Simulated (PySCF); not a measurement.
Species: C4H3F2 (charge +1).
SMILES: `FC(F)C1=C[CH+]1`

Method: EOM-IP-CCSD/aug-cc-pVDZ in PySCF, restricted Hartree–Fock reference, frozen core, non-relativistic, gas phase, PBE0-D3(BJ)/def2-SVP geometry.

Hartree–Fock orbital energies give these Koopmans values (eV): HOMO 19.80, HOMO-1 20.75.

What vertical ionisation energies does EOM-IP-CCSD give?

```tsv
leading hole (HF orbital)	Koopmans (eV)	EOM-IP-CCSD (eV)	change (eV)	one-hole share
HOMO	19.80	18.27	-1.53	0.96
HOMO-1	20.75	21.12	+0.37	0.96
```

Does the order of the lines follow the orbital energies?

Yes, no two lines change places. The corrections run from -1.53 to +0.37 eV, with a mean of -0.58 eV over the 2 lines; EOM-IP-CCSD lies above the Koopmans value for HOMO-1.

At what kinetic energies would He II light (40.81 eV) eject these electrons?

22.54 eV (HOMO), 19.69 eV (HOMO-1).

What total energy has the lowest final state, and which wavelength reaches it?

E(CCSD) + ionisation energy = -352.70187 + 0.67126 = -352.03061 Eh, at the geometry of the initial state. The threshold wavelength is 1239.84 eV nm/18.27 eV = 67.9 nm.

One root was sought for each valence orbital with −ε under 21 eV, eight at most, so deeper holes and satellites are missing; no vibrational structure.

Shape of the structure used: `[F:1][CH:2]([F:3])[c:4]1[cH:5][cH+:6]1`: F1–C2–C4–C5 -31°.

One conformer stands for the species.
